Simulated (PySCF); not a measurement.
## AlCl: one state, many levels of theory

State: ¹Σ⁺ (singlet), closed shell. Set-up: Al x2c-SVPall, Cl x2c-SVPall; spin-free X2C with a Gaussian nucleus (PySCF 2.14). De refers to Al + Cl in their high-spin ground configurations, without counterpoise correction. A positive dipole means Al(−)Cl(+).

```tsv
Level	Re (Å)	ωe (cm⁻¹)	De (eV)	μ (D)
RHF	2.147	497	3.98	-1.43
RHF-MP2	2.129	518	4.99	n/a
RHF-SCS-MP2	2.133	514	4.87	n/a
RHF-CCSD	2.131	516	4.78	n/a
RHF-CCSD(T)	2.132	516	4.86	n/a
PBE	2.162	477	5.25	-1.16
BLYP	2.172	467	5.08	-1.20
r²SCAN	2.149	490	5.21	-1.14
TPSSh	2.153	487	5.12	-1.20
PBE0	2.147	492	5.13	-1.27
M06	2.144	497	5.35	-1.34
CAM-B3LYP	2.138	500	5.06	-1.27
```

Which functional lies closest to RHF-CCSD(T) in De, which farthest, and by how much do they differ from it?

Closest is CAM-B3LYP (+0.6 pm in Re, -3.1 % in ωe, +0.20 eV in De against RHF-CCSD(T) in the same basis), farthest M06 (+1.2 pm in Re, -3.7 % in ωe, +0.49 eV in De). CCSD(T) converges more slowly with the basis than the functionals do and binds too weakly in this one, so the order can change at the basis-set limit.

What does a quarter of exact exchange do here, going from PBE to PBE0?

PBE0 less PBE: -1.5 pm in Re, +3.1 % in ωe, -0.12 eV in De. Exact exchange removes part of the self-interaction that spreads semilocal densities, and in most molecules shortens and stiffens the bond and lowers De; so it does here.

What does second-order correlation do here, going from RHF to RHF-MP2?

RHF-MP2 less RHF: -1.8 pm in Re, +4.2 % in ωe, +1.01 eV in De. Correlation nearly always deepens the well. The bond shortens, as in weak, metallic or heavy-atom bonds, where dispersion and the correlation of outer-core electrons pull the atoms together.

Measured (Huber and Herzberg, Constants of Diatomic Molecules (1979)): Re = 2.130113 Å, ωe = 481.3 cm⁻¹.

Correlated steps freeze 10 core orbitals. Correlated levels converge slowly with the basis: in double zeta they bind strong bonds too weakly, by up to about 1 eV, and carry superposition errors of some tenths. Where the molecule has an RHF reference, its open-shell atoms are computed with UHF.
